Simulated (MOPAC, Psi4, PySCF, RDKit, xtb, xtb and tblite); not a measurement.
Two geometries of SMILES C#CCC, relaxed at GFN2-xTB with one dihedral held; other torsions can differ between them too.

Structure A

```
10

C      2.2284     0.2496    -0.2828
C      1.0795    -0.0702    -0.3774
C     -0.3178    -0.4455    -0.4629
C     -1.1191     0.1238     0.7091
H      3.2383     0.5230    -0.2090
H     -0.3815    -1.5384    -0.4578
H     -0.7292    -0.0859    -1.4103
H     -1.2110     1.2040     0.6197
H     -2.1204    -0.3027     0.7186
H     -0.6325    -0.1093     1.6531
```

Structure B

```
10

C      2.2376     0.2461    -0.2814
C      1.0877    -0.0695    -0.3798
C     -0.3097    -0.4435    -0.4678
C     -1.1195     0.1254     0.7042
H      3.2481     0.5153    -0.2021
H     -0.3612    -1.5372    -0.4558
H     -0.7192    -0.0990    -1.4205
H     -1.5145     1.1088     0.4602
H     -1.9673    -0.5216     0.9222
H     -0.5052     0.1997     1.5975
```

Q: Which is lower in energy at the level DF-MP2 (frozen core)/cc-pVTZ // GFN2-xTB (Psi4), and by how much?

A: A is lower, by 1.40 kcal/mol (dihedral C2–C3–C4–H8: 70° in A, 90° in B).

E(B) − E(A) in kcal/mol at the other levels, on the same two geometries: GFN2-xTB (xtb and tblite) 1.02; MMFF94 // GFN2-xTB (RDKit) 1.54; PBE0/def2-TZVP // GFN2-xTB (Psi4) 1.28; PBE0-D3(BJ)/def2-TZVP // GFN2-xTB (Psi4) 1.28; PBE/def2-TZVP // GFN2-xTB (Psi4) 1.23; PBE-D3(BJ)/def2-TZVP // GFN2-xTB (Psi4) 1.23; HF/cc-pVTZ // GFN2-xTB (Psi4) 1.48; UFF // GFN2-xTB (RDKit) 1.53; PM6, restricted, heats of formation // GFN2-xTB (MOPAC) 0.47; AM1, restricted, heats of formation // GFN2-xTB (MOPAC) 0.65; GFN1-xTB // GFN2-xTB (xtb) 0.79; restricted B3LYP/6-31G*, spherical d // GFN2-xTB (PySCF) 1.39; restricted BP86/6-31G*, spherical d // GFN2-xTB (PySCF) 1.35; restricted MP2 (frozen core)/6-31G*, spherical d // GFN2-xTB (PySCF) 1.51; restricted M06-2X/6-31G*, spherical d // GFN2-xTB (PySCF) 1.38.
